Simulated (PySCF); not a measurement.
C₂H₃NO.
SMILES: `[H]/N=C\C=O`

Level of theory: TDDFT PBE0/def2-SVPD, vertical, gas phase, core orbitals frozen in the response in PySCF. Isolated species at its PBE0-D3(BJ)/def2-SVP geometry (one conformer only). Torsions of this conformer, `[H]/[N:1]=[CH:2]\[CH:3]=[O:4]`: N1–C2–C3–O4 0°.

Computed states:

```json
{"state": "S1", "E (eV)": "3.21", "f": "0.0011"}
{"state": "S2", "E (eV)": "4.33", "f": "0.0011"}
{"state": "S3", "E (eV)": "6.53", "f": "0.154"}
{"state": "S4", "E (eV)": "7.12", "f": "0.0001"}
{"state": "S5", "E (eV)": "7.54", "f": "0.0000"}
{"state": "S6", "E (eV)": "7.64", "f": "0.046"}
{"state": "S7", "E (eV)": "8.23", "f": "0.094"}
{"state": "S8", "E (eV)": "8.28", "f": "0.0036"}
{"state": "S9", "E (eV)": "8.57", "f": "0.0007"}
{"state": "S10", "E (eV)": "8.67", "f": "0.055"}
```

Broadening: Gaussians 0.25 eV wide at half height, area fixed by f = 4.319×10⁻⁹ ∫ε dν̃. The width is an assumption, not a result. The curve ends short of the highest state used, and states not computed would add to its high-energy end.

**Question.** Give the broadened spectrum and its maxima.

**Answer.** 
E (eV), ε (L mol⁻¹ cm⁻¹) and a bar:
```
     2.83          0 
     2.96          8 
     3.08         58 
     3.20        119 
     3.32         69 
     3.44         11 
     3.56          0 
     3.69          0 
     3.81          0 
     3.93          0 
     4.05          4 
     4.17         40 
     4.29        115 
     4.42         85 
     4.54         17 
     4.66          1 
     4.78          0 
     4.90          0 
     5.02          0 
     5.15          0 
     5.27          0 
     5.39          0 
     5.51          0 
     5.63          0 
     5.75          0 
     5.88          0 
     6.00          0 
     6.12         10 
     6.24        402 #
     6.36       4632 #########
     6.49      15478 ##############################
     6.61      12456 ########################
     6.73       2794 #####
     6.85        175 
     6.97          7 
     7.09         11 
     7.22         10 
     7.34        105 
     7.46       1268 ##
     7.58       4330 ########
     7.70       4123 ########
     7.82       1100 ##
     7.95        385 #
     8.07       3358 #######
```

Maxima: 387 nm (3.21 eV), ε about 120, made up of S1 (100%); 286 nm (4.33 eV), ε about 120, made up of S2 (100%); 190 nm (6.53 eV), ε about 17000, made up of S3 (100%); 174 nm (7.12 eV), ε about 12, made up of S4 (100%); 162 nm (7.63 eV), ε about 5000, made up of S6 (100%) (ε in L mol⁻¹ cm⁻¹; maxima over ε = 5, shares over 10%). At its high-energy end, 8.07 eV, the curve is still rising (ε about 3400, from S7).

**Question.** Does any computed singlet lie in the visible range?

**Answer.** S1 lies in the visible range (380 to 750 nm), at 386 nm, f = 0.0011; light of that wavelength is violet, and its complementary colour is yellow-green; a Tamm–Dancoff triplet lies at 481 nm, without intensity as long as spin–orbit coupling is left out.

**Question.** Coming from long wavelengths, where does ε first pass 100 L mol⁻¹ cm⁻¹?

**Answer.** At about 394 nm (3.15 eV), 0.06 eV below S1.

**Question.** What would ε be at 6.53 eV, the highest of these maxima, with half the width (0.125 eV)?

**Answer.** About 33200 L mol⁻¹ cm⁻¹ against 16600, a factor of about 2.00; a lone state at its own centre would give exactly 2.

The vertical ionisation energy (ΔSCF) is 10.47 eV, 1.80 eV above S10.
